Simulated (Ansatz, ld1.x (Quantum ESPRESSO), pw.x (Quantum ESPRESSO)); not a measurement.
iridium (Ir): one change to the TM potential, in the atom and in the bcc crystal

* Element: iridium
* Generator: ld1.x (Quantum ESPRESSO) 7.5
* Type: norm-conserving Troullier–Martins (Kleinman–Bylander form)
* Functional: PBEsol
* Relativity: scalar-relativistic
* Frozen core: [Xe] 4f14
* Valence charge: 9
* Reference configuration: 5d7 6s2 6p0
* Partial waves: 6s (bound): rc 2.55 bohr; 5d (bound): rc 1.35 bohr; 6p (bound, empty): rc 3.65 bohr
* Local potential: the p channel
* Core correction: a·sin(br)/r model core inside 1.40 bohr

Change: reference 5d7 6s0.5 6p0.

Cutoffs, loose and tight: the cutoffs (Ry, on a coarse ladder) from which the occupation-weighted sum of valence levels, in a spherical-Bessel basis at the reference potential, stays within 10 and 1 mRy of its value at 400 Ry. They do not see the model core or the augmentation charge, which bear on the density cutoff. Test errors are all-electron minus pseudo excitation energies from the reference, over the configurations 5d7 6s1 6p0; 5d7 6s0 6p0; 5d6 6s0 6p0; 5d6 6s2 6p0; 5d6 6s2 6p1; 5d7 6s0 6p1; 5d7 6s1 6p1; variants that change the core or the reference have their own tests.

Crystal test: bcc Ir in pw.x 7.5, no spin, 15³ k-points, Fermi–Dirac smearing 0.01 Ry, cutoffs set for each file from its atomic test. The reference is all-electron LAPW (Ansatz 0.2.0) with the same functional, mesh and smearing; V0 and B0 come from Birch–Murnaghan fits to the pressures at five volumes. Errors are pseudo minus all-electron; Δ is the rms difference of the E(V) curves that follow from these fits, minima aligned, over ±6 % about the mean V0. Mesh and smearing are coarse, so the numbers serve the comparison and aren't converged zero-temperature values; the lattice is a test structure that the element need not adopt.

All-electron: a0 = 3.079 Å (V0 = 14.59 Å³/atom), B0 = 339.1 GPa.

Question: Does the change bring the crystal closer to the all-electron result?

Answer: The mean pressure error goes from +30.64 to +18.63 GPa, so the change moves the solid closer to the all-electron pressures.

```csv
quantity,base,changed
outcome (atom),generated,generated
"cutoff, loose (atom)",40 Ry,40 Ry
"cutoff, tight (atom)",70 Ry,70 Ry
bound ghosts (atom),none,none
largest test error (meV) (atom),-98 over the solved tests; 1 of 7 tests not solved or not reliable,-22 over the solved tests; 1 of 7 tests not solved or not reliable
cutoffs in pw.x (Ry),85/340,85/340
a0 (Å),–,3.127
a0 error (%),–,+1.58
B0 error (%),–,+0.6
Δ (meV/atom),–,53.1
mean pressure error (GPa),+30.64,+18.63
```

A dash: not determined, or the minimum lies outside the volumes sampled.

Base: The largest radius (3.65 bohr) exceeds half the bond length (2.52 bohr), so the spheres overlap, which is one possible source of error among others. This is a poor potential for the solid. Atomic configuration tests: 1 of 7 tests not solved or not reliable. Changed file: The largest radius (3.65 bohr) exceeds half the bond length (2.52 bohr), so the spheres overlap, which is one possible source of error among others. This is a poor potential for the solid. Atomic configuration tests: 1 of 7 tests not solved or not reliable. The atomic cutoffs weigh occupied waves only.
